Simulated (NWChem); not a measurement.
# Polarisability of H2Si

```xyz
3

Si     0.0000     0.0000     0.1341
H      1.0961     0.0000    -0.9390
H     -1.0961     0.0000    -0.9390
```
Charge 0, spin multiplicity 1.

Program: NWChem. The geometry was optimised at PBE0/def2-SVP, a minimum by its harmonic frequencies.

Basis set: def2-SVPD. Static limit.

The correlated methods keep 5 core orbitals frozen. B3LYP has NWChem's definition, with VWN1-RPA local correlation. The structure started from a generated list of species. No row is a measurement; the coupled-cluster row has its own basis-set and correlation limits.

Question: One of these methods gave an isotropic polarisability of 33.97 bohr³. Which?
A. B3LYP
B. BHandHLYP
C. CCSD linear response
D. PBE

Answer: C, CCSD linear response. The others give 34.84 (B3LYP), 34.34 (BHandHLYP), 35.49 (PBE).
